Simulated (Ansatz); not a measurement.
## fcc Au

All values below come from LDA (Ansatz, an electronic-structure program, PAW).

Numerical settings: plane-wave cutoff 500 eV, 20×20×1 k mesh (along the axes of the cell as run), Fermi–Dirac smearing 0.1 eV, scalar-relativistic PAW data made under PBE.

Cell: relaxed at this level.

| Quantity | Result |
|---|---|
| surface energy of the (100) face | 1.37 J/m² |
| work function of the (100) face | 5.47 eV |

The slab of 6 atoms is relaxed and unreconstructed.

Spin–orbit coupling is not included; it can shift volumes and moduli of such heavy elements.

Computed values are for the static lattice.
